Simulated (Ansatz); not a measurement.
Species: propene, C₃H₆, charge 0, multiplicity 1. SMILES: C=CC
Geometry: optimised at B3LYP-D3(BJ)/def2-TZVP (Ansatz, an electronic-structure program).

Computed values are from Ansatz. Correlated levels leave the core frozen unless marked. Open shells are spin-unrestricted. No spin-orbit coupling. No relativistic terms. CBS(X,Y): correlation extrapolated as X^-3; Hartree-Fock from the larger set. [CCSD(T)-MP2]/basis is that difference in the basis named.

Problem. What is the atomisation energy De at RI-MP2/CBS(aug-cc-pVTZ,aug-cc-pVQZ)+[CCSD(T)-MP2]/aug-cc-pVTZ?

Solution. 3597.4 kJ/mol.

Problem. What is the total energy at RI-MP2/CBS(aug-cc-pVTZ,aug-cc-pVQZ)+[CCSD(T)-MP2]/aug-cc-pVTZ?

Solution. -117.7446 Eh.

Problem. What is the dipole moment at CCSD(T)/aug-cc-pVDZ?

Solution. 0.35 D.

Problem. What is the T1 diagnostic at CCSD/aug-cc-pVTZ?

Solution. 0.010.
